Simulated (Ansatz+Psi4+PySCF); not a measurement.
Results of a calculation; reference values are marked as such.
A run of PySCF 2.14.0 on singlet C₂H(-) at this shape:

```xyz
3

C     0.0165   -0.0024   -0.4516
C     0.0176   -0.0095    0.7177
H     0.0092    0.0175   -1.5303
```

Its results:

- Converged: yes
- Reference energy: -76.22813 hartree
- Correlation energy: -0.31305 hartree
- Total energy: -76.54119 hartree
- Spin squared of the determinant: 0.000

Question: Which input gives this output? Name the method, the orbitals and the basis set, and write the input.

Answer: RHF-MP2 in aug-cc-pVTZ. An unrestricted run that stays on the closed shell gives the same numbers.

```python
from pyscf import gto, scf, mp

mol = gto.M(atom="""
C 0.016480 -0.002410 -0.451560
C 0.017600 -0.009480 0.717730
H 0.009240 0.017460 -1.530340
""", basis='aug-cc-pvtz', charge=-1, spin=0)
mf = scf.RHF(mol)
mf.kernel()
pt = mp.MP2(mf, frozen=2).run()
print(mf.e_tot, pt.e_corr, pt.e_tot)
```
